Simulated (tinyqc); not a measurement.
Inside a calculation. Method: Hueckel theory of the pi electrons with the omega technique, for the molecule [CH2]C=C (SMILES; centres numbered as the heavy atoms are written). One step of it, computed by the program tinyqc.

Question. Energy, charges, bond orders. E = sum n x; q_r = z_r - P_rr; bond order p = P_rs; free valence = sqrt(3) - sum of p over the bonds of the atom.

x values: [1.414214, 0.000000, -1.414214]

occupations: [2.000000, 1.000000, 0.000000]

charge and bond-order matrix P, order 1C, 2C, 3C:
```
[[1.000000, 0.707107, 0.000000],
 [0.707107, 1.000000, 0.707107],
 [0.000000, 0.707107, 1.000000]]
```

Centres:
```
centre  z_r, pi electrons of the neutral centre         h
1C                                            1  0.000000
2C                                            1  0.000000
3C                                            1  0.000000
```

Bonds:
```
i  j  k
1  2  1
2  3  1
```

Give: pi energy = 3 alpha + this times beta; pi charges; Bond orders and lengths from R = 1.517 - 0.180 p; free valence of the carbons; gap between the highest filled and the next level.

Answer.

pi energy = 3 alpha + this times beta = 2.8284

pi charges: [0.0000, 0.0000, 0.0000]

Bond orders and lengths from R = 1.517 - 0.180 p (angstrom, C-C alone):
```
bond       p       R
1-2   0.7071  1.3897
2-3   0.7071  1.3897
```

free valence of the carbons: [1.0249, 0.3178, 1.0249]

gap between the highest filled and the next level = 1.4142 |beta|
